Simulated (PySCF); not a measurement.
# C6H14 (2,2-dimethylbutane): the cost of one run

The runs use PySCF 2.14.0, with density-fitted response routines of our own; the level of theory stands in each step. All values are computed, except where a source is named. Atoms count from 0, in the outputs and in this text.

## (1) The molecule as given

20 atoms, charge 0, multiplicity 1; geometry from: MMFF94s.

Bonds of the start (Å): C0–C1 1.52, C1–C2 1.55, C2–C3 1.54, C2–C4 1.54, C2–C5 1.54, C0–H6 1.09, C0–H7 1.09, C0–H8 1.10, C1–H9 1.10, C1–H10 1.10, C3–H11 1.10, C3–H12 1.10, C3–H13 1.10, C4–H14 1.10, C4–H15 1.09, C4–H16 1.10, C5–H17 1.09, C5–H18 1.10, C5–H19 1.10.

## (2) Geometry optimisation at PBE0-D3(BJ)/def2-SVP

What the job is given:

```
{"job": {"xc": "PBE0", "basis": "def2-SVP", "d3": "d3bj", "grid": 1, "kind": "geom"}, "charge": 0, "multiplicity": 1}
C      2.099724    -0.529186     0.075921
C      0.985043     0.162237    -0.699821
C     -0.419400     0.121856    -0.044110
C     -1.403268     0.865724    -0.968143
C     -0.910321    -1.325081     0.128109
C     -0.412896     0.820422     1.325654
H      2.250709    -0.074514     1.058833
H      1.898076    -1.595503     0.209874
H      3.042504    -0.440588    -0.474412
H      1.280205     1.207772    -0.858446
H      0.931945    -0.294359    -1.696879
H     -1.100651     1.909356    -1.110320
H     -2.416741     0.867888    -0.551058
H     -1.451968     0.394038    -1.956120
H     -0.885504    -1.866558    -0.824081
H     -0.297668    -1.878780     0.847018
H     -1.942222    -1.349427     0.497101
H      0.203284     0.281939     2.053057
H     -0.025628     1.842266     1.246057
H     -1.425225     0.880497     1.741766
```

Launch:

```bash
> OMP_NUM_THREADS=1 python probes_run.py task.json out
```

One launch serves the whole session: the jobs run in the order shown.

Q: Estimate the wall time and peak memory of this first job on 1 thread of Intel Xeon 6975P-C, shared host.

About 26 s, with a peak of 0.61 GiB.
